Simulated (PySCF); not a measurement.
Gas-phase reaction: 2 CH₃SiH = 2 SiH₃ + C₂H₂ (acetylene)

Computed with PySCF and rigid-rotor harmonic-oscillator thermochemistry at 1 bar. † marks an energy on the PBE0/def2-TZVP geometry and frequencies; other levels use their own. MP2 and CCSD(T) freeze the core. 6-31G* has spherical d functions here. Open shells (unrestricted): SiH₃ (multiplicity 2); the rest are closed-shell singlets. B3LYP is the form with VWN-RPA correlation. CH₃SiH: computed as isolated molecules; such fragments, hydroxides, amides, oligomers or adducts are transient or little studied in the gas. MP2 isn't extrapolated to the basis-set limit; its ΔH°(298 K) is 166.3 kJ in def2-SVP and 180.3 kJ in def2-TZVPP. CCSD(T) isn't extrapolated to the basis-set limit; its ΔH°(298 K) is 187.4 kJ in def2-SVP and 199.2 kJ in def2-TZVPP. The harmonic model lacks anharmonicity and excited electronic states, which grow with temperature; levels with a mode under 35 cm⁻¹ are left out. Internal rotation in CH₃SiH is treated as a harmonic vibration of one conformer, which makes the entropy rough.

```
level                ΔE electronic, kJ  ΔH°(298 K), kJ  ΔS°(298 K), J/K  ΔG°(600 K), kJ
-------------------  -----------------  --------------  ---------------  --------------
B3LYP/6-31G*                       246             212              117             141
CCSD(T)/def2-TZVPP†                231             199              112             131
HF/def2-TZVP†                      130              98              112              30
M06-2X/def2-TZVP†                  239             207              112             139
MP2/def2-TZVPP†                    212             180              112             112
PBE/def2-SVP                       239             209              109             143
PBE/def2-TZVP†                     234             202              112             134
PBE0/def2-SVP†                     246             214              112             146
PBE0/def2-TZVP                     236             204              112             136
r2SCAN/def2-TZVP†                  202             170              112             102
```
ΔH° is lowest at HF/def2-TZVP† and highest at PBE0/def2-SVP†. No reference value is set beside these.
